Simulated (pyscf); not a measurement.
Optimised with ωB97X-D3(BJ)/def2-SVP in PySCF.

For HS–GaH₂ (SMILES [SH][GaH2]) + HCl (SMILES Cl) -> HS–GaH–Cl (SMILES [SH][GaH][Cl]) + H₂ (SMILES [H][H]), a four-centre exchange (singlet surface; Ga–H, Cl–H broken, Cl–Ga, H–H formed), PBE/def2-TZVP gives ΔE‡ = 3.5 kcal/mol and ΔE = -24.3 kcal/mol (zero: the separated reactants). In which direction and how far do PBE0-D3(BJ)/def2-TZVP, M06-2X/def2-TZVP, ωB97M-D3(BJ)/def2-TZVP move these?

PBE0-D3(BJ): ΔE‡ = 4.4 kcal/mol, ΔE = -25.1 kcal/mol; M06-2X: ΔE‡ = 5.8 kcal/mol, ΔE = -29.4 kcal/mol; ωB97M-D3(BJ): ΔE‡ = 9.3 kcal/mol, ΔE = -24.2 kcal/mol. PBE's barrier lies under all of them, by 0.9 to 5.8 kcal/mol. Its reaction energy matches one of them and lies within 5.1 kcal/mol of the others. On the reactant side the descent ends in a complex, 5.4 kcal/mol under the separated species and 12.0 kcal/mol under the saddle at ωB97X-D3(BJ)/def2-TZVP. At ωB97X-D3(BJ)/def2-TZVP the barrier from the zero used here is 6.6 kcal/mol. The same reactants have a lower exit, to H₂S + Cl–GaH₂ (barrier -1.6 kcal/mol at ωB97M-D3(BJ)/def2-TZVP, against +9.3 kcal/mol here). One saddle was located; it need not be the lowest between these sides. Elements up to Kr have no core potential and no relativistic terms here.
